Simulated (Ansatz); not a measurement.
C3H3F3, SMILES `C=C(F)C(F)F`, relaxed with RKS PBE0-D4/def2-TZVP in Ansatz from a PBE-D4/def2-SVP geometry. The force threshold is 0.005 eV/Å; the program also tests the step.

Charge 0, multiplicity 1.

Start:

```xyz
9

C    -1.414    0.164   -0.162
C    -0.256   -0.482    0.015
F    -0.185   -1.815    0.184
C     1.119    0.142    0.052
F     1.043    1.468   -0.250
F     1.655    0.010    1.303
H    -1.405    1.253   -0.302
H    -2.367   -0.384   -0.170
H     1.810   -0.356   -0.669
```

(1) By how much does the energy fall, and how many steps does the optimiser take? (Estimate.)

(2) Which bonds change most? (An estimate is asked.)

(3) Give the relaxed structure. (Best estimate.)

## Answers

(1) Ansatz gave: 0.05 eV, in 7 steps.

(2) Ansatz gave: C1–C2 from 1.337 to 1.316 Å; C4–H9 from 1.116 to 1.096 Å; C1–H7 from 1.098 to 1.080 Å; C1–H8 from 1.099 to 1.082 Å.

(3) The calculation gave: 
```xyz
9

C    -1.401    0.159   -0.169
C    -0.260   -0.468    0.023
F    -0.190   -1.790    0.209
C     1.109    0.140    0.048
F     1.043    1.460   -0.221
F     1.657   -0.011    1.279
H    -1.401    1.229   -0.319
H    -2.337   -0.382   -0.174
H     1.780   -0.336   -0.676
```
